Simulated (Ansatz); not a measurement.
Born–Oppenheimer molecular dynamics of CH$_{6}$BN (9 atoms, charge 0, multiplicity 1). It starts from a relaxed structure.

Method: RKS PBE0/def2-SVP in Ansatz 0.2.0.

- ensemble: NVT, Nosé–Hoover chain
- time step: 0.5 fs
- steps asked: 300
- set temperature: 300 K
- thermostat: time constant 3 fs, chain length 1
- seed: 112025

First frame:

```xyz
9
Properties=species:S:1:pos:R:3
C -0.670 0.762 -0.592
B 0.458 -0.282 -0.252
N 0.595 -0.848 1.015
H -1.295 0.389 -1.421
H -0.221 1.701 -0.958
H -1.333 1.006 0.253
H 1.255 -0.634 -1.100
H 1.312 -1.522 1.246
H -0.012 -0.619 1.792
```

Problem. How far do the bonds stretch over the last three quarters of this one trajectory? (Pairs bonded in most of those frames.)

Solution. 
```json
{"bond": "C1–B2", "mean (Å)": "1.580", "spread (Å)": "0.037", "shortest": "1.51", "longest": "1.64"}
{"bond": "C1–H4", "mean (Å)": "1.108", "spread (Å)": "0.024", "shortest": "1.06", "longest": "1.15"}
{"bond": "C1–H5", "mean (Å)": "1.103", "spread (Å)": "0.005", "shortest": "1.09", "longest": "1.11"}
{"bond": "C1–H6", "mean (Å)": "1.104", "spread (Å)": "0.016", "shortest": "1.07", "longest": "1.14"}
{"bond": "B2–N3", "mean (Å)": "1.399", "spread (Å)": "0.016", "shortest": "1.37", "longest": "1.43"}
{"bond": "B2–H7", "mean (Å)": "1.217", "spread (Å)": "0.011", "shortest": "1.20", "longest": "1.24"}
{"bond": "N3–H8", "mean (Å)": "1.014", "spread (Å)": "0.021", "shortest": "0.98", "longest": "1.05"}
{"bond": "N3–H9", "mean (Å)": "1.015", "spread (Å)": "0.024", "shortest": "0.98", "longest": "1.06"}
```

Mean temperature of the second half: 302 K. The conserved energy stayed within 0.34 meV per atom of its start (net change 0.089 meV per atom), so the integration is sound. A run of 0.15 ps of so small a system gives no equilibrium averages.

Time of the run: 9.4 min on 1 thread of Arm Neoverse V1 (shared host), peak memory 0.12 GiB.
